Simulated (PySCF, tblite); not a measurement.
# C₅H₉F: magnetic properties

Aim: compute the magnetic properties of C₅H₉F (`C[C@@H]1C[C@@H]1CF`).

Programs: tblite 0.8.0 and PySCF 2.14.0, with routines of our own; each step states its level. All values are computed. Atoms count from 0.

## Step 1: The system as given

15 atoms, charge 0, multiplicity 1; geometry from: force field or distance geometry start.

## Step 2: Relaxing the molecule with GFN2-xTB, one coordinate held

The job: settings as JSON, then the geometry in Å.

```
{"job": {"kind": "relax", "xc": "GFN2-xTB", "basis": "xTB"}, "charge": 0, "multiplicity": 1}
C      1.553800    -0.746400    -0.135400
C      0.785200     0.546400    -0.161000
C      0.097200     1.024300     1.095000
C     -0.723300     0.603300    -0.115300
C     -1.574100    -0.628300    -0.043000
F     -1.858200    -1.005900    -1.329500
H      1.146100    -1.454100     0.588500
H      1.523900    -1.204300    -1.120300
H      2.597500    -0.560400     0.124800
H      1.285300     1.280600    -0.764600
H      0.083200     0.394700     1.971600
H      0.124000     2.085300     1.318000
H     -1.212500     1.372900    -0.679800
H     -1.034400    -1.449500     0.431000
H     -2.527000    -0.457000     0.466800
```

Started as:

```sh
> OMP_NUM_THREADS=1 python excited_run.py task.json out
```

One launch serves the whole session: the jobs run in the order shown.

Standard output:

```text
step      E/eV     max force
  0    -544.31058    1.001
  1    -544.33115    0.404
  2    -544.33853    0.197
  3    -544.34441    0.189
  4    -544.34727    0.225
  5    -544.35013    0.183
  6    -544.35110    0.113
  7    -544.35158    0.067
  8    -544.35190    0.066
  9    -544.35226    0.063
 10    -544.35255    0.042
 11    -544.35279    0.043
 12    -544.35300    0.050
 13    -544.35325    0.048
 14    -544.35349    0.034
 15    -544.35367    0.030
 16    -544.35380    0.032
 17    -544.35393    0.035
 18    -544.35407    0.033
 19    -544.35419    0.031
 20    -544.35427    0.027
 21    -544.35432    0.028
 22    -544.35438    0.027
 23    -544.35445    0.021
 24    -544.35451    0.021
 25    -544.35457    0.024
 26    -544.35463    0.030
 27    -544.35470    0.033
 28    -544.35475    0.031
 29    -544.35478    0.028
 30    -544.35480    0.025
 31    -544.35481    0.024
```

It took 0.25 s on 1 thread of Arm Neoverse V1, shared host.

One coordinate is held by a constraint (a dihedral, as typed in the start), so the force along it need not vanish.

The steps of the relaxation:

| step | energy from step 0 (eV) | largest force (eV/Å) |
| --- | --- | --- |
| 0 | 0.0000 | 1.0009 |
| 1 | -0.0206 | 0.4041 |
| 2 | -0.0280 | 0.1966 |
| 3 | -0.0338 | 0.1892 |
| 4 | -0.0367 | 0.2248 |
| 5 | -0.0396 | 0.1832 |
| 6 | -0.0405 | 0.1132 |
| 7 | -0.0410 | 0.0675 |
| 8 | -0.0413 | 0.0663 |
| 9 | -0.0417 | 0.0634 |
| 10 | -0.0420 | 0.0423 |
| 11 | -0.0422 | 0.0432 |
| 12 | -0.0424 | 0.0503 |
| 13 | -0.0427 | 0.0477 |
| 14 | -0.0429 | 0.0341 |
| 15 | -0.0431 | 0.0304 |
| 16 | -0.0432 | 0.0322 |
| 17 | -0.0434 | 0.0353 |
| 18 | -0.0435 | 0.0325 |
| 19 | -0.0436 | 0.0312 |
| 20 | -0.0437 | 0.0268 |
| 21 | -0.0437 | 0.0281 |
| 22 | -0.0438 | 0.0272 |
| 23 | -0.0439 | 0.0214 |
| 24 | -0.0439 | 0.0212 |
| 25 | -0.0440 | 0.0240 |
| 26 | -0.0441 | 0.0297 |
| 27 | -0.0441 | 0.0333 |
| 28 | -0.0442 | 0.0313 |
| 29 | -0.0442 | 0.0281 |
| 30 | -0.0442 | 0.0248 |
| 31 | -0.0442 | 0.0240 |

Distances of close pairs at the start and the end, largest changes first:

| bond | before (Å) | after (Å) | change (Å) |
| --- | --- | --- | --- |
| C2–C3 | 1.522 | 1.502 | -0.019 |
| C3–H12 | 1.073 | 1.084 | +0.011 |
| C1–C2 | 1.510 | 1.499 | -0.011 |
| C1–H9 | 1.074 | 1.084 | +0.010 |
| C4–F5 | 1.371 | 1.378 | +0.008 |
| C3–C4 | 1.499 | 1.504 | +0.006 |
| C2–H11 | 1.085 | 1.079 | -0.006 |
| C0–H6 | 1.091 | 1.087 | -0.004 |

The end geometry stands in the next job.

## Step 3: Magnetic properties: GIAO B3LYP/pcSseg-1

The job: settings as JSON, then the geometry in Å.

```
{"job": {"kind": "mag", "xc": "B3LYP", "basis": "pcSseg-1", "isotopologues": 0}, "charge": 0, "multiplicity": 1}
C      1.554124    -0.748015    -0.144318
C      0.794703     0.554861    -0.142143
C      0.085416     1.028631     1.090015
C     -0.709824     0.610446    -0.113991
C     -1.560660    -0.628219    -0.046458
F     -1.860984    -1.079888    -1.313677
H      1.159841    -1.442140     0.593284
H      1.502583    -1.217057    -1.125618
H      2.600478    -0.564049     0.093190
H      1.269662     1.317386    -0.749072
H      0.072772     0.368833     1.944770
H      0.115719     2.074968     1.351370
H     -1.176320     1.396497    -0.696277
H     -1.059461    -1.451904     0.468009
H     -2.522215    -0.418320     0.437531
```

With the program's defaults for keys left out, this is: GIAO B3LYP/pcSseg-1 magnetisability, rotational g tensor and spin-rotation constants, non-relativistic, gas phase.

Standard output:

```text
coarse grid: 12096 points
cycle   1  E = -295.6148688346  dE =  6.570e-01  |g| = 5.695e-01  |ddm| = 3.275e+00
cycle   2  E = -295.5728916186  dE =  4.198e-02  |g| = 7.806e-01  |ddm| = 1.029e+00
cycle   3  E = -295.6793654755  dE = -1.065e-01  |g| = 6.898e-02  |ddm| = 6.021e-01
cycle   4  E = -295.6800833917  dE = -7.179e-04  |g| = 3.230e-02  |ddm| = 6.545e-02
cycle   5  E = -295.6803020945  dE = -2.187e-04  |g| = 5.088e-03  |ddm| = 3.022e-02
cycle   6  E = -295.6803068510  dE = -4.756e-06  |g| = 2.030e-03  |ddm| = 6.838e-03
final grid: 115992 points
cycle   7  E = -295.7329547317  dE = -3.605e-05  |g| = 8.363e-03  |ddm| = 2.448e-02
cycle   8  E = -295.7329400950  dE =  1.464e-05  |g| = 1.205e-02  |ddm| = 1.708e-02
cycle   9  E = -295.7329702204  dE = -3.013e-05  |g| = 8.187e-04  |ddm| = 1.003e-02
cycle  10  E = -295.7329703301  dE = -1.097e-07  |g| = 2.169e-04  |ddm| = 7.318e-04
cycle  11  E = -295.7329703379  dE = -7.760e-09  |g| = 5.332e-05  |ddm| = 2.016e-04
cycle  12  E = -295.7329703385  dE = -5.873e-10  |g| = 1.786e-05  |ddm| = 5.304e-05
converged SCF energy = -295.7329703385

Magnetisability tensor (1e-30 J/T^2)
    -1014.18       15.16      -11.15
       15.16    -1167.01        6.22
      -11.15        6.22    -1082.53
isotropic -1087.91   principal values   -1169.11  -1083.46  -1011.14
isotropic susceptibility -65.515 1e-6 cm^3/mol

Inertial axes            a          b          c
rot. const./GHz      5.5615     2.5526     2.0271
chi total           -62.696    -66.686    -67.163
chi diamagnetic    -316.202   -540.889   -668.108
chi paramagnetic    253.506    474.202    600.945
quadrupole/D A       -4.658      1.416      3.242
g nuclear            0.6571     0.5667     0.5702
g electronic        -0.6624    -0.5687    -0.5723
g total             -0.0053    -0.0019    -0.0021

Spin-rotation constants (kHz, H = +C I.J)
atom  isotope        aa         bb         cc
  5    19F        1.131      1.365      0.802
  6     1H       -0.581     -0.292      0.012
  7     1H       -0.380     -0.107     -0.160
  8     1H        0.110     -0.259     -0.222
  9     1H       -0.476     -0.279     -0.017
 10     1H       -0.652     -0.305      0.010
 11     1H       -0.434     -0.088     -0.202
 12     1H       -0.523     -0.219     -0.042
 13     1H       -0.508     -0.134     -0.004
 14     1H       -0.314      0.026     -0.166
  0    13C*       0.900      0.333      0.290
  1    13C*       0.839      0.430      0.231
  2    13C*       0.907      0.341      0.229
  3    13C*       1.117      0.376      0.226
  4    13C*       1.369      0.677      0.507
* in the singly substituted isotopologue
```

Wall time 22 s (1 thread of Arm Neoverse V1, shared host); peak memory 0.74 GiB.

Key values:

```csv
quantity,value
magnetisability,-1088·10⁻³⁰ J/T²
molar susceptibility,-65.5·10⁻⁶ cm³/mol
"rotational g (a, b, c)","-0.0053, -0.0019, -0.0021"
```

## Step 4: Results

| quantity | value |
| --- | --- |
| magnetisability (step 3, GIAO B3LYP/pcSseg-1) | -1088·10⁻³⁰ J/T² |
| molar susceptibility (step 3, GIAO B3LYP/pcSseg-1) | -65.5·10⁻⁶ cm³/mol |
| rotational g (a, b, c) (step 3, GIAO B3LYP/pcSseg-1) | -0.0053, -0.0019, -0.0021 |

The values above hold for this geometry and these levels alone. Vibrational averaging and real surroundings are missing from these values.
